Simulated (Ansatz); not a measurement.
# Energy profile

The step: BH₃O ([BH2][OH]) + HF → BH₂F ([BH2][F]) + H₂O (still joined by a long B–O bond); bonds formed: B1–F6, O2–H5; bonds broken: H5–F6; bonds weakened to dative contacts: B1–O2 (atoms numbered as in the saddle structure below).

| atom | x (Å) | y (Å) | z (Å) |
| --- | --- | --- | --- |
| B1 | -0.5848 | -0.0511 | -0.1346 |
| O2 | 0.7189 | 0.6578 | -0.3407 |
| H3 | -1.0991 | -0.4110 | -1.1483 |
| H4 | -1.2308 | 0.3308 | 0.7972 |
| H5 | 1.0002 | -0.5204 | 0.1151 |
| F6 | 0.3265 | -1.3439 | 0.3895 |
| H7 | 0.8692 | 1.3379 | 0.3218 |

Electronic energies by CCSD(T) at an estimated basis limit (MP2 extrapolated from triple and quadruple zeta, plus CCSD(T) − MP2 in triple zeta), on PBE0-D4/def2-TZVP structures; BH4OF, singlet; no counterpoise correction. Program: Ansatz 0.2.0. Basis: def2-TZVPP and def2-QZVPP. Cores are frozen in the correlated methods. Extrapolation: Hartree–Fock as exp(−7.88 √X), correlation as X^−2.97.

**Question.** Give the profile in kJ/mol, counted from the separated reactants. (An estimate is asked for; the value comes from the calculation.)

**Answer.** Computed:
```tsv
point	kJ/mol
separated: BH3O (linked as [BH2][OH]; B1, O2, H3, H4, H7; singlet) + HF (H5, F6; singlet)	0.0
start structure	-29.9
saddle	55.9
end structure	-37.1
separated: BH2F (linked as [BH2][F]; B1, H3, H4, F6; singlet) + H2O (O2, H5, H7; singlet)	0.1
```

No T1 diagnostic of these runs exceeds 0.014.

Steps of this kind, hydrogen fluoride cutting a network bond, underlie vapour etching and the fluorination step of atomic layer etching.

For scale, one of the runs: CCSD(T)/def2-TZVPP, 149 basis functions, launched by `ansatz run in.yaml --threads 2 --pin off --events-out ev --progress --plain --max-ram 4352MiB`. The run took 14 s on 2 CPU threads of an Arm Neoverse V2 (shared host), with 1 GiB of host memory at its peak.
